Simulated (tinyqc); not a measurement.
Inside a calculation (part 2 of 2). Method: ROHF in the sto-3g basis, for CH3, spin multiplicity 2. Computed by tinyqc, a small Python program that keeps every step (integrals from PySCF). Command: `OMP_NUM_THREADS=1 python tinyqc.py 30199 30200 out.jsonl` (the two numbers bound the seeds that draw the settings). One thread of a shared host (Intel(R) Xeon(R) Processor @ 2.60GHz), about 0.07 s of CPU time with the checks.

Geometry (angstrom):
```
atom,x,y,z
C,0.000000,0.000000,0.116000
H,1.092000,0.000000,0.000000
H,-0.546000,0.945000,0.000000
H,-0.546000,-0.945000,0.000000
```

## Iteration 2: building the Fock matrix

D(alpha) after iteration 1, lower triangle:
```
,1C 1s,1C 2s,1C 2px,1C 2py,1C 2pz,2H 1s,3H 1s,4H 1s
1C 1s,1.030533
1C 2s,-0.099676,0.431316
1C 2px,0.000012,-0.000001,0.238798
1C 2py,0.000000,0.000000,0.000000,0.238875
1C 2pz,-0.044715,0.231091,0.000059,0.000000,0.946537
2H 1s,-0.059378,0.124508,0.268646,0.000000,-0.099298,0.372518
3H 1s,-0.059393,0.124433,-0.134298,0.232684,-0.099214,-0.080858,0.372340
4H 1s,-0.059393,0.124433,-0.134298,-0.232684,-0.099214,-0.080858,-0.080967,0.372340
```

D(beta) after iteration 1, lower triangle:
```
,1C 1s,1C 2s,1C 2px,1C 2py,1C 2pz,2H 1s,3H 1s,4H 1s
1C 1s,1.026972
1C 2s,-0.082968,0.352913
1C 2px,0.000015,-0.000017,0.238798
1C 2py,0.000000,0.000000,0.000000,0.238875
1C 2pz,0.013197,-0.040649,0.000005,0.000000,0.004695
2H 1s,-0.064428,0.148203,0.268651,0.000000,-0.017174,0.365357
3H 1s,-0.064438,0.148105,-0.134293,0.232684,-0.017168,-0.088012,0.365193
4H 1s,-0.064438,0.148105,-0.134293,-0.232684,-0.017168,-0.088012,-0.088115,0.365193
```

core Hamiltonian H = T + V (hartree), lower triangle:
```
,1C 1s,1C 2s,1C 2px,1C 2py,1C 2pz,2H 1s,3H 1s,4H 1s
1C 1s,-19.207798
1C 2s,-4.637295,-6.124408
1C 2px,0.000027,0.000229,-5.137787
1C 2py,0.000000,0.000000,0.000000,-5.137777
1C 2pz,0.005293,0.054285,-0.000028,0.000000,-4.955757
2H 1s,-1.150692,-2.616762,-2.140298,0.000000,0.240388,-3.856799
3H 1s,-1.152312,-2.619081,1.071469,-1.854348,0.240666,-0.738898,-3.858363
4H 1s,-1.152312,-2.619081,1.071469,1.854348,0.240666,-0.738898,-0.740127,-3.858363
```

nuclear repulsion = 9.51672717 hartree

Given earlier and not repeated: Two-electron integrals (ij|kl) in chemists' order.

J_ij = sum D_kl (ij|kl) with D = D(alpha) + D(beta), K_ij = sum D_kl (ik|jl) for each spin; F = H + J - K(s); E = tr D H + tr D J / 2 - 0.5 sum_s tr D(s) K(s) + E_nn.

Coulomb J (hartree), lower triangle:
```
,1C 1s,1C 2s,1C 2px,1C 2py,1C 2pz,2H 1s,3H 1s,4H 1s
1C 1s,11.657591
1C 2s,2.266929,5.441452
1C 2px,-0.000026,-0.000143,5.471783
1C 2py,0.000000,0.000000,0.000000,5.471727
1C 2pz,-0.001477,-0.030709,0.000016,0.000000,5.363801
2H 1s,0.559924,2.336928,2.103651,0.000000,-0.231340,4.028038
3H 1s,0.560723,2.338942,-1.053112,1.822611,-0.231611,0.639894,4.029220
4H 1s,0.560723,2.338942,-1.053112,-1.822611,-0.231611,0.639894,0.640980,4.029220
```

exchange K(alpha) (hartree), lower triangle:
```
,1C 1s,1C 2s,1C 2px,1C 2py,1C 2pz,2H 1s,3H 1s,4H 1s
1C 1s,3.589161
1C 2s,0.638458,0.907483
1C 2px,-0.000004,-0.000141,0.650371
1C 2py,0.000000,0.000000,0.000000,0.650438
1C 2pz,-0.001308,0.047371,0.000063,0.000000,0.806179
2H 1s,0.161827,0.467098,0.409568,0.000000,-0.045005,0.667552
3H 1s,0.162054,0.467430,-0.204976,0.354797,-0.045027,0.129510,0.667753
4H 1s,0.162054,0.467430,-0.204976,-0.354797,-0.045027,0.129510,0.129724,0.667753
```

exchange K(beta) (hartree), lower triangle:
```
,1C 1s,1C 2s,1C 2px,1C 2py,1C 2pz,2H 1s,3H 1s,4H 1s
1C 1s,3.566997
1C 2s,0.609720,0.760011
1C 2px,-0.000004,-0.000148,0.612005
1C 2py,0.000000,0.000000,0.000000,0.612071
1C 2pz,-0.000470,-0.072658,0.000023,0.000000,0.154709
2H 1s,0.153918,0.425498,0.399547,0.000000,-0.049953,0.648265
3H 1s,0.154136,0.425786,-0.199959,0.346114,-0.049997,0.117300,0.648439
4H 1s,0.154136,0.425786,-0.199959,-0.346114,-0.049997,0.117300,0.117499,0.648439
```

F(alpha) (hartree), lower triangle:
```
,1C 1s,1C 2s,1C 2px,1C 2py,1C 2pz,2H 1s,3H 1s,4H 1s
1C 1s,-11.139369
1C 2s,-3.008824,-1.590439
1C 2px,0.000005,0.000227,-0.316375
1C 2py,0.000000,0.000000,0.000000,-0.316489
1C 2pz,0.005124,-0.023794,-0.000075,0.000000,-0.398135
2H 1s,-0.752595,-0.746932,-0.446216,0.000000,0.054052,-0.496312
3H 1s,-0.753643,-0.747569,0.223333,-0.386535,0.054082,-0.228515,-0.496896
4H 1s,-0.753643,-0.747569,0.223333,0.386535,0.054082,-0.228515,-0.228870,-0.496896
```

F(beta) (hartree), lower triangle:
```
,1C 1s,1C 2s,1C 2px,1C 2py,1C 2pz,2H 1s,3H 1s,4H 1s
1C 1s,-11.117204
1C 2s,-2.980086,-1.442967
1C 2px,0.000005,0.000235,-0.278009
1C 2py,0.000000,0.000000,0.000000,-0.278122
1C 2pz,0.004286,0.096235,-0.000035,0.000000,0.253335
2H 1s,-0.744686,-0.705332,-0.436195,0.000000,0.059001,-0.477026
3H 1s,-0.745725,-0.705925,0.218316,-0.377851,0.059051,-0.216305,-0.477582
4H 1s,-0.745725,-0.705925,0.218316,0.377851,0.059051,-0.216305,-0.216646,-0.477582
```

total energy of this density = -39.05103495 hartree

## Iteration 2: Roothaan effective Fock matrix

overlap S, lower triangle:
```
,1C 1s,1C 2s,1C 2px,1C 2py,1C 2pz,2H 1s,3H 1s,4H 1s
1C 1s,1.000000
1C 2s,0.248362,1.000000
1C 2px,0.000000,0.000000,1.000000
1C 2py,0.000000,0.000000,0.000000,1.000000
1C 2pz,0.000000,0.000000,0.000000,0.000000,1.000000
2H 1s,0.061103,0.486078,0.461866,0.000000,-0.049063,1.000000
3H 1s,0.061189,0.486424,-0.231164,0.400091,-0.049112,0.142185,1.000000
4H 1s,0.061189,0.486424,-0.231164,-0.400091,-0.049112,0.142185,0.142423,1.000000
```

With projectors Pc = D(beta) S, Po = (D(alpha) - D(beta)) S, Pv = 1 - D(alpha) S, the block xy is Px^T F Py; with Fc = (F(alpha) + F(beta))/2, the blocks are Fc for cc, oo, vv and cv, F(beta) for co and F(alpha) for ov.

effective F (hartree), lower triangle:
```
,1C 1s,1C 2s,1C 2px,1C 2py,1C 2pz,2H 1s,3H 1s,4H 1s
1C 1s,-11.128332
1C 2s,-2.994013,-1.510316
1C 2px,0.000005,0.000233,-0.297192
1C 2py,0.000000,0.000000,0.000000,-0.297306
1C 2pz,0.008663,0.058057,-0.000050,0.000000,-0.076550
2H 1s,-0.748826,-0.724422,-0.441205,0.000000,0.072142,-0.487423
3H 1s,-0.749869,-0.725036,0.220825,-0.382193,0.072182,-0.223163,-0.487991
4H 1s,-0.749869,-0.725036,0.220825,0.382193,0.072182,-0.223163,-0.223510,-0.487991
```

## Iteration 2: DIIS over 2 matrices

error matrix X^T (FDS - SDF) X:
```
,1,2,3,4,5,6,7,8
1,0.000000,-0.109036,0.000017,0.000000,0.002147,0.070330,0.070344,0.070344
2,0.109036,0.000000,0.000023,0.000000,0.018075,-0.055143,-0.055015,-0.055015
3,-0.000017,-0.000023,0.000000,0.000000,0.000010,-0.111986,0.055897,0.055897
4,0.000000,0.000000,0.000000,0.000000,0.000000,0.000000,-0.096881,0.096881
5,-0.002147,-0.018075,-0.000010,0.000000,0.000000,0.020863,0.020830,0.020830
6,-0.070330,0.055143,0.111986,0.000000,-0.020863,0.000000,0.000007,0.000007
7,-0.070344,0.055015,-0.055897,0.096881,-0.020830,-0.000007,0.000000,0.000000
8,-0.070344,0.055015,-0.055897,-0.096881,-0.020830,-0.000007,0.000000,0.000000
```

B (overlaps of the stored error matrices):
```
,1,2
1,6.1063950e+00,-8.4514727e-01
2,-8.4514727e-01,1.5004368e-01
```

Minimise |sum c_i e_i|^2 with sum c_i = 1: solve [B -1; -1 0][c; lambda] = [0; -1] with B_ij = tr e_i^T e_j, and take F = sum c_i F_i.

DIIS coefficients: 0.125233  0.874767

extrapolated F (hartree), lower triangle:
```
,1C 1s,1C 2s,1C 2px,1C 2py,1C 2pz,2H 1s,3H 1s,4H 1s
1C 1s,-10.917430
1C 2s,-2.949404,-1.438210
1C 2px,0.000007,0.000235,-0.234376
1C 2py,0.000000,0.000000,0.000000,-0.234475
1C 2pz,0.007898,0.061523,-0.000048,0.000000,0.011576
2H 1s,-0.738380,-0.688413,-0.406340,0.000000,0.067907,-0.433459
3H 1s,-0.739408,-0.689007,0.203386,-0.351995,0.067946,-0.214162,-0.434004
4H 1s,-0.739408,-0.689007,0.203386,0.351995,0.067946,-0.214162,-0.214496,-0.434004
```

## Iteration 2: diagonalisation and new density

X, lower triangle:
```
,1C 1s,1C 2s,1C 2px,1C 2py,1C 2pz,2H 1s,3H 1s,4H 1s
1C 1s,1.028435
1C 2s,-0.166843,1.430846
1C 2px,0.000019,-0.000315,1.190110
1C 2py,0.000000,0.000000,0.000000,1.190156
1C 2pz,0.003699,-0.040160,0.000035,0.000000,1.003967
2H 1s,0.025658,-0.340319,-0.345391,0.000000,0.033720,1.264552
3H 1s,0.025668,-0.340797,0.172957,-0.299351,0.033779,-0.031683,1.265037
4H 1s,0.025668,-0.340797,0.172957,0.299351,0.033779,-0.031683,-0.031681,1.265037
```

Diagonalise F' = X^T F X, C = X C', fill 5 alpha and 4 beta electrons from the bottom; D(s) = C_occ C_occ^T. Each column has its largest component positive (the first on a tie).

F' = X^T F X (hartree), lower triangle:
```
,1,2,3,4,5,6,7,8
1,-10.676046
2,-1.590154,-0.379408
3,-0.000013,-0.000136,0.130217
4,0.000000,0.000000,0.000000,0.130160
5,0.009961,-0.012332,0.000003,0.000000,0.021089
6,-0.108620,-0.433248,-0.505028,0.000000,0.064479,0.074986
7,-0.108962,-0.433698,0.252761,-0.437574,0.064528,-0.060218,0.075188
8,-0.108962,-0.433698,0.252761,0.437574,0.064528,-0.060218,-0.060234,0.075188
```

orbital energies (hartree): MO1 -10.924264, MO2 -0.809478, MO3 -0.486038, MO4 -0.485996, MO5 0.012970, MO6 0.641077, MO7 0.751481, MO8 0.751620

coefficients C:
```
,MO1,MO2,MO3,MO4,MO5,MO6,MO7,MO8
1C 1s,0.992284,-0.221250,0.000000,-0.000105,-0.046740,-0.227467,0.000865,0.000000
1C 2s,0.034936,0.644927,0.000000,0.000444,0.218412,1.399994,-0.005812,0.000000
1C 2px,-0.000008,-0.000308,0.000000,0.544593,0.000011,0.003862,1.139688,0.000000
1C 2py,0.000000,0.000000,0.544640,0.000000,0.000000,0.000000,0.000000,1.139764
1C 2pz,-0.001811,-0.069268,0.000000,-0.000028,0.980591,-0.215951,0.000829,0.000000
2H 1s,-0.006980,0.223757,0.000000,0.502255,-0.056921,-0.742032,-0.990848,0.000000
3H 1s,-0.006987,0.224093,0.434857,-0.250892,-0.056864,-0.736936,0.499923,-0.860959
4H 1s,-0.006987,0.224093,-0.434857,-0.250892,-0.056864,-0.736936,0.499923,0.860959
```

D(alpha) after iteration 2, lower triangle:
```
,1C 1s,1C 2s,1C 2px,1C 2py,1C 2pz,2H 1s,3H 1s,4H 1s
1C 1s,1.035764
1C 2s,-0.118232,0.464856
1C 2px,0.000003,0.000046,0.296582
1C 2py,0.000000,0.000000,0.000000,0.296633
1C 2pz,-0.032304,0.169437,0.000017,0.000000,0.966359
2H 1s,-0.053825,0.131854,0.273455,0.000000,-0.071317,0.305616
3H 1s,-0.053830,0.131748,-0.136704,0.236840,-0.071263,-0.072584,0.305547
4H 1s,-0.053830,0.131748,-0.136704,-0.236840,-0.071263,-0.072584,-0.072654,0.305547
```

D(beta) after iteration 2, lower triangle:
```
,1C 1s,1C 2s,1C 2px,1C 2py,1C 2pz,2H 1s,3H 1s,4H 1s
1C 1s,1.033579
1C 2s,-0.108023,0.417152
1C 2px,0.000004,0.000043,0.296582
1C 2py,0.000000,0.000000,0.000000,0.296633
1C 2pz,0.013529,-0.044736,0.000006,0.000000,0.004801
2H 1s,-0.056485,0.144286,0.273456,0.000000,-0.015501,0.302376
3H 1s,-0.056488,0.144168,-0.136703,0.236840,-0.015503,-0.075821,0.302313
4H 1s,-0.056488,0.144168,-0.136703,-0.236840,-0.015503,-0.075821,-0.075888,0.302313
```

## Iteration 8 (converged): orbitals

converged F (hartree), lower triangle:
```
,1C 1s,1C 2s,1C 2px,1C 2py,1C 2pz,2H 1s,3H 1s,4H 1s
1C 1s,-10.985948
1C 2s,-2.961830,-1.468832
1C 2px,0.000010,0.000205,-0.263391
1C 2py,0.000000,0.000000,0.000000,-0.263472
1C 2pz,0.006027,0.054052,-0.000038,0.000000,-0.015105
2H 1s,-0.741889,-0.708075,-0.428717,0.000000,0.061800,-0.458686
3H 1s,-0.742922,-0.708659,0.214561,-0.371353,0.061845,-0.218470,-0.459225
4H 1s,-0.742922,-0.708659,0.214561,0.371353,0.061845,-0.218470,-0.218816,-0.459225
```

As before.

F' = X^T F X (hartree), lower triangle:
```
,1,2,3,4,5,6,7,8
1,-10.745231
2,-1.590577,-0.393285
3,-0.000007,-0.000174,0.112972
4,0.000000,0.000000,0.000000,0.112929
5,0.008701,-0.016162,0.000015,0.000000,-0.006462
6,-0.108756,-0.445089,-0.522243,0.000000,0.058533,0.063972
7,-0.109100,-0.445533,0.261365,-0.452475,0.058593,-0.060939,0.064175
8,-0.109100,-0.445533,0.261365,0.452475,0.058593,-0.060939,-0.060963,0.064175
```

orbital energies (hartree): MO1 -10.992455, MO2 -0.842176, MO3 -0.520892, MO4 -0.520870, MO5 -0.013977, MO6 0.645842, MO7 0.758814, MO8 0.758958

coefficients C:
```
,MO1,MO2,MO3,MO4,MO5,MO6,MO7,MO8
1C 1s,0.992500,-0.221214,0.000000,-0.000094,-0.040721,-0.227718,0.000877,0.000000
1C 2s,0.033902,0.646489,0.000000,0.000426,0.189465,1.403511,-0.005888,0.000000
1C 2px,-0.000007,-0.000256,0.000000,0.547609,-0.000017,0.003894,1.138242,0.000000
1C 2py,0.000000,0.000000,0.547652,0.000000,0.000000,0.000000,0.000000,1.138320
1C 2pz,-0.001583,-0.057268,0.000000,-0.000012,0.984501,-0.201171,0.000808,0.000000
2H 1s,-0.006666,0.223623,0.000000,0.499593,-0.048461,-0.742740,-0.992145,0.000000
3H 1s,-0.006673,0.223925,0.432579,-0.249604,-0.048427,-0.737560,0.500615,-0.862106
4H 1s,-0.006673,0.223925,-0.432579,-0.249604,-0.048427,-0.737560,0.500615,0.862106
```

D(alpha) after iteration 8, lower triangle:
```
,1C 1s,1C 2s,1C 2px,1C 2py,1C 2pz,2H 1s,3H 1s,4H 1s
1C 1s,1.035650
1C 2s,-0.117080,0.454994
1C 2px,-0.000001,0.000064,0.299876
1C 2py,0.000000,0.000000,0.000000,0.299923
1C 2pz,-0.028992,0.149452,-0.000008,0.000000,0.972525
2H 1s,-0.054158,0.135375,0.273525,0.000000,-0.060512,0.301993
3H 1s,-0.054163,0.135257,-0.136742,0.236903,-0.060487,-0.072234,0.301958
4H 1s,-0.054163,0.135257,-0.136742,-0.236903,-0.060487,-0.072234,-0.072290,0.301958
```

D(beta) after iteration 8, lower triangle:
```
,1C 1s,1C 2s,1C 2px,1C 2py,1C 2pz,2H 1s,3H 1s,4H 1s
1C 1s,1.033991
1C 2s,-0.109365,0.419097
1C 2px,-0.000002,0.000067,0.299876
1C 2py,0.000000,0.000000,0.000000,0.299923
1C 2pz,0.011097,-0.037077,0.000008,0.000000,0.003282
2H 1s,-0.056132,0.144557,0.273524,0.000000,-0.012802,0.299645
3H 1s,-0.056135,0.144433,-0.136743,0.236903,-0.012810,-0.074581,0.299613
4H 1s,-0.056135,0.144433,-0.136743,-0.236903,-0.012810,-0.074581,-0.074635,0.299613
```

## Convergence

Stop when the energy changes by less than 1e-10 hartree and every element of the error matrix X^T (F D S - S D F) X is below 3e-06.

Course of the cycle:
```
iteration,E (hartree),change,largest element of the error matrix
1,-36.58942857,-,8.10e-01
2,-39.05103495,-2.46e+00,1.12e-01
3,-39.07174647,-2.07e-02,8.71e-03
4,-39.07193604,-1.90e-04,2.80e-03
5,-39.07195225,-1.62e-05,7.98e-04
6,-39.07195370,-1.45e-06,6.43e-05
7,-39.07195371,-1.35e-08,6.15e-06
8,-39.07195371,-7.22e-11,1.70e-07
```

PySCF ROHF in the same basis = -39.07195371 hartree

Converged in 8 iterations.

## Populations, bond orders and dipole

Mulliken: Z minus the diagonal of D S on the atom; Loewdin: the same with S^(1/2) D S^(1/2); Mayer order: 2 sum_s sum (D(s) S)_ij (D(s) S)_ji over the two atoms.

Charges (e):
```
atom,Mulliken,Loewdin,Mulliken spin
1C,-0.163613,-0.083355,0.996962
2H,0.054522,0.027796,0.001015
3H,0.054545,0.027780,0.001012
4H,0.054545,0.027780,0.001012
```

Mayer bond orders:
```
pair,order
2-1,0.985579
3-1,0.985588
3-2,0.005724
4-1,0.985588
4-2,0.005724
4-3,0.005712
```

dipole moment about the origin, x y z (debye): 0.000036  0.000000  -0.142215
